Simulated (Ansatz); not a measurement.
# HO (quartet): the correlation ladder, cc-pVDZ

Aim: climb from Hartree-Fock through coupled cluster and multireference methods for HO (quartet) at one geometry and basis, and see what each rung misses.

The runs use Ansatz 0.2.0, Gaussian basis; cc-pVDZ, core rule «outside noble gas», up to 1 orbitals frozen.

Plan: UHF; CCSD(T) on ROHF; CCSD(T) on UHF; BCCD(T) on ROHF; CISD as a restricted active space (open shells left free, so some higher excitations enter); CCSDT(Q) on ROHF; CCSDT(Q) on UHF; CISDTQ; CCSDTQ on ROHF; CCSDTQ on UHF; CASSCF and MRCISD+Q, 7 electrons in 5 orbitals; CASSCF and NEVPT2, 7 electrons in 5 orbitals; Full CI.

12 further runs of the same task are left out: 4 that didn't finish, 8 set aside as unsound or not needed. Runs told in other sessions of the task aren't counted.

## (1) The system

The geometry is a PBE0/def2-TZVP stationary point (not a proven minimum) of the parent state, kept for this charge and spin.

2 atoms, charge 0, spin multiplicity 4.

Atoms are counted from 1 here; the program's logs count them from 0.

Bond lengths: O1–H2 0.973 Å.

## (2) UHF

in.yaml reads:

```yaml
crystal:
  periodic: [false, false, false]
  atoms:
    - {symbol: O, position_ang: [0.000000, 0.000000, 0.000000]}
    - {symbol: H, position_ang: [0.000000, 0.000000, 0.973108]}
basis:
  gaussian: {orbitals: cc-pVDZ}
magnetization: {spin_polarized: true, initial_magnetization: 3}
hamiltonian: {xc: hf}
output: {orbitals: {seedname: orbitals}}
```

On the command line:

```console
ansatz run in.yaml --threads 1 --pin off --events-out ev --progress --plain --max-ram 2393MiB
```

The runs that follow: CCSD(T) on ROHF; CCSD(T) on UHF; BCCD(T) on ROHF; CISD as a restricted active space (open shells left free, so some higher excitations enter); CCSDT(Q) on ROHF; CCSDT(Q) on UHF; CISDTQ; CCSDTQ on ROHF; CCSDTQ on UHF; CASSCF and MRCISD+Q, 7 electrons in 5 orbitals; CASSCF and NEVPT2, 7 electrons in 5 orbitals; Full CI.

Q: Predict the results of all the runs planned. Wanted: FCI from the RHF energy; RMP2 from FCI; UMP2 from FCI; RCCSD from FCI; RCCSD(T) from FCI; UCCSD(T) from FCI; RCCSDT(Q) from FCI; UCCSDT(Q) from FCI; NEVPT2 valence from FCI.

**Answer**, as computed:

```
                         quantity                                                                                                                        value
          FCI from the ROHF energy                                                                                                                   -3.7420 eV
                    RMP2 from FCI                                                                                                                   +500.7 meV
                    UMP2 from FCI                                                                                                                   +513.7 meV
                   RCCSD from FCI                                                                                                                    +43.2 meV
                RCCSD(T) from FCI                                                                                                                     +6.7 meV
                UCCSD(T) from FCI                                                                                                                     +5.0 meV
               RCCSDT(Q) from FCI                                                                                                                     -0.3 meV
               UCCSDT(Q) from FCI                                                                                                                     -1.8 meV
          NEVPT2 valence from FCI                                                                                                                   +732.8 meV
        MRCISD+Q valence from FCI                                                                                                                    -10.4 meV
levels within 1 kcal/mol (43 meV)  RCCSD, UCCSD, RCCSD(T), UCCSD(T), BCCD(T), RCCSDT, UCCSDT, CISDTQ, RCCSDT(Q), UCCSDT(Q), RCCSDTQ, UCCSDTQ, MRCISD+Q valence
                    T1 diagnostic                                                                                                                        0.013
   effectively unpaired electrons                                                                                                                         3.01
```

**Reading.** RCCSD(T) lands +6.7 meV from the yardstick (0.2 % of the correlation energy). UCCSDTQ, MRCISD+Q valence fall below full CI: unrestricted runs freeze a spin-polarised core, another one than full CI's, and coupled cluster isn't variational. One determinant dominates. Of the multireference levels listed MRCISD+Q valence comes nearest in total energy (-10.4 meV), which doesn't show that its space is the better one. These misses are within one basis, not against nature; the frozen cores of restricted and unrestricted runs differ, which can shift their rows.

Levels on UHF freeze UHF's core orbitals, full CI those of ROHF, so the U rows can settle a little off it for that reason alone.

With open shells the CI space here admits some higher excitations, so it is larger than plain CISD.
